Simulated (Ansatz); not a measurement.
Saddle point of CH$_{5}$AlO, singlet (CH₅AlO ([CH3][AlH][OH]) → AlHO ([O][AlH]) + CH₄; bonds formed: C2–H4; bonds broken: Al1–C2, O3–H4), PBE0-D4/def2-TZVP structure:

```
8
angstrom
Al -1.1553 -0.0434 0.6359
C 0.7655 0.1475 -0.3687
O -1.2999 -1.5540 0.0449
H -0.0480 -0.8679 -0.3603
H -1.5405 1.2546 1.4334
H 1.3211 0.4094 0.5381
H 0.4979 1.0576 -0.9157
H 1.4594 -0.4036 -1.0073
```

Energies are electronic, without zero-point energy. Barriers and step energies count from the start structure reached by relaxing down the imaginary mode; all methods use the PBE0-D4 structures, on which another method's saddle can fall below an end. Computed with Ansatz 0.2.0 (basis: def2-TZVPP, with def2-QZVPP for the basis limit); correlated methods freeze the cores. B3LYP uses VWN-RPA correlation. Extrapolation: Hartree–Fock as exp(−7.88 √X), correlation as X^−2.97.

| method | barrier (kJ/mol) | step energy (kJ/mol) |
| --- | --- | --- |
| SPW92 | 229.7 | 211.6 |
| PBE-D4 | 241.9 | 193.6 |
| BLYP-D4 | 250.5 | 181.7 |
| r2SCAN-D4 | 259.9 | 213.2 |
| B97M-V | 278.1 | 216.3 |
| PBE0-D4 | ? | 223.3 |
| B3LYP-D4 | 273.9 | 208.2 |
| r2SCAN0-D4 | ? | 233.9 |
| BHLYP-D4 | 306.3 | 238.3 |
| CAM-B3LYP-D4 | 283.5 | 222.7 |
| wB97X-V | 285.0 | 226.6 |
| wB97M-V | 281.4 | 221.7 |
| B2PLYP | 273.5 | 205.0 |
| PBE-QIDH | 282.6 | 228.6 |
| RPA on PBE | 275.5 | 200.6 |
| HF | ? | 263.7 |
| MP2 | 270.5 | 206.0 |
| CCSD | 297.5 | 227.3 |
| CCSD(T) | 282.5 | 214.7 |

Question: Fill in the withheld barriers. (To be estimated.)

Answer: Computed: PBE0-D4 271.4; r2SCAN0-D4 281.4; HF 356.1 kJ/mol. Each is the energy of the saddle less that of the start structure, by the same method.

For comparison, the barrier by CCSD(T) at an estimated basis limit (MP2 extrapolated from triple and quadruple zeta, plus CCSD(T) − MP2 in triple zeta) is 280.5 kJ/mol.

The T1 diagnostic stays at or below 0.023.

Labels in which every atom is bracketed show which atoms are joined, not bond orders.

For scale, one of the runs: CCSD(T)/def2-TZVPP, 174 basis functions, launched by `ansatz run in.yaml --threads 2 --pin off --events-out ev --progress --plain --max-ram 4352MiB`. Time: 21 s of wall clock on 2 CPU threads of an Arm Neoverse V2; the host was shared. Peak host memory: 1.5 GiB.
